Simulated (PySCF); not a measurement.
# Basis-set dependence of population analyses: HC≡CCH2F

Compound: HC≡CCH2F, C3H3F.
Structure used (PBE0-D3(BJ)/def2-SVP), in Å, numbered top down from 1:
```
atom  x, y, z in Å
C1     1.606   -0.197   -0.513
C2     0.490   -0.077   -0.063
C3    -0.852    0.054    0.494
F4    -1.585    1.013   -0.152
H5     2.598   -0.303   -0.914
H6    -0.785    0.319    1.564
H7    -1.381   -0.912    0.415
```

PBE0 throughout (PySCF), one geometry, spherical d and f functions. Geometry: PBE0-D3(BJ)/def2-SVP; no solvent, vibrations or thermal averaging. Atoms taken as equivalent share a column and are averaged.

Mulliken charges (e):

| basis | functions | C1 | C2 | C3 | F4 | H5 | H6/H7 |
| --- | --- | --- | --- | --- | --- | --- | --- |
| STO-3G | 23 | -0.130 | -0.051 | -0.049 | -0.094 | +0.123 | +0.100 |
| 6-31G | 42 | -0.427 | +0.102 | -0.025 | -0.329 | +0.286 | +0.197 |
| 6-31G* | 62 | -0.464 | +0.224 | -0.057 | -0.326 | +0.244 | +0.190 |
| def2-SVP | 71 | -0.386 | +0.149 | +0.321 | -0.264 | +0.055 | +0.062 |
| 6-311+G(2d,p) | 126 | -1.065 | +1.157 | -0.355 | -0.239 | +0.166 | +0.168 |
| def2-TZVP | 142 | -0.104 | -0.067 | -0.072 | -0.207 | +0.185 | +0.133 |

IAO charges (e):

```csv
basis,functions,C1,C2,C3,F4,H5,H6/H7
STO-3G,23,-0.155,-0.060,-0.110,-0.124,+0.163,+0.143
6-31G,42,-0.204,-0.047,-0.009,-0.289,+0.207,+0.171
6-31G*,62,-0.202,-0.050,+0.031,-0.298,+0.201,+0.159
def2-SVP,71,-0.202,-0.045,+0.032,-0.302,+0.198,+0.159
"6-311+G(2d,p)",126,-0.216,-0.044,+0.026,-0.318,+0.210,+0.171
def2-TZVP,142,-0.216,-0.045,+0.032,-0.316,+0.210,+0.168
```

Hirshfeld charges (e):

```json
{"basis": "STO-3G", "functions": "23", "C1": "-0.091", "C2": "-0.075", "C3": "+0.100", "F4": "-0.066", "H5": "+0.081", "H6/H7": "+0.026"}
{"basis": "6-31G", "functions": "42", "C1": "-0.102", "C2": "-0.057", "C3": "+0.063", "F4": "-0.127", "H5": "+0.105", "H6/H7": "+0.059"}
{"basis": "6-31G*", "functions": "62", "C1": "-0.106", "C2": "-0.058", "C3": "+0.059", "F4": "-0.115", "H5": "+0.105", "H6/H7": "+0.057"}
{"basis": "def2-SVP", "functions": "71", "C1": "-0.101", "C2": "-0.051", "C3": "+0.045", "F4": "-0.111", "H5": "+0.100", "H6/H7": "+0.059"}
{"basis": "6-311+G(2d,p)", "functions": "126", "C1": "-0.098", "C2": "-0.056", "C3": "+0.041", "F4": "-0.117", "H5": "+0.102", "H6/H7": "+0.064"}
{"basis": "def2-TZVP", "functions": "142", "C1": "-0.100", "C2": "-0.053", "C3": "+0.038", "F4": "-0.113", "H5": "+0.101", "H6/H7": "+0.063"}
```

ESP-fitted charges (e):

```csv
basis,functions,C1,C2,C3,F4,H5,H6/H7
STO-3G,23,-0.324,+0.053,-0.038,-0.074,+0.221,+0.081
6-31G,42,-0.436,+0.040,+0.200,-0.254,+0.312,+0.069
6-31G*,62,-0.479,+0.111,-0.004,-0.166,+0.326,+0.106
def2-SVP,71,-0.455,+0.061,+0.108,-0.200,+0.317,+0.084
"6-311+G(2d,p)",126,-0.497,+0.085,+0.074,-0.199,+0.342,+0.097
def2-TZVP,142,-0.500,+0.094,+0.059,-0.188,+0.340,+0.097
```

Problem. Which scheme is steadiest as the basis changes?

Solution. Largest range over the bases for any column: Hirshfeld 0.06 e, IAO 0.19 e, ESP-fitted 0.24 e, Mulliken 1.22 e. Hirshfeld charges move least and Mulliken charges most, counted in e. Without the minimal STO-3G basis the ranges are Hirshfeld 0.02, IAO 0.04, ESP-fitted 0.20, Mulliken 1.22 e.

Problem. How much do the charges still move between the two largest bases, 6-311+G(2d,p) and def2-TZVP?

Solution. At most, over all atoms: Mulliken 1.224 e, IAO 0.005 e, Hirshfeld 0.005 e, ESP-fitted 0.015 e.

Problem. What do the same runs give for the total energy, the frontier levels and the dipole moment?

Solution. 
| basis | energy (Eh) | HOMO (eV) | LUMO (eV) | μ (D) |
| --- | --- | --- | --- | --- |
| STO-3G | -212.7771 | -5.57 | 4.35 | 0.85 |
| 6-31G | -215.5823 | -7.96 | 0.62 | 1.99 |
| 6-31G* | -215.6265 | -7.79 | 0.69 | 1.62 |
| def2-SVP | -215.4740 | -8.05 | 0.37 | 1.70 |
| 6-311+G(2d,p) | -215.7054 | -8.16 | -0.17 | 1.75 |
| def2-TZVP | -215.7258 | -8.13 | 0.05 | 1.66 |

The dipole is fixed by the density alone, so its range of 1.14 D shows that the density itself changes with the basis, not only its division among atoms.
